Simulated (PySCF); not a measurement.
Rock-salt MgS

Calculation: Hartree–Fock (GTH pseudopotentials, Gaussian basis; PySCF).

Cell: measured lattice: a = b = c = 5.203 Å, α = β = γ = 90.00°.

```yaml
band_gap: 10.47 eV ± 0.1
smallest_direct_gap_on_the_k_points_sampled: 11.84 eV ± 0.2
```

Note: cell and atoms aren't relaxed at this level.

A ± is a rough bar: the spread of an extrapolation, a floor set from checks against published values, or a statistical error.

Computed values are for the static lattice.

Cost on a shared machine: roughly 60 core-minutes.
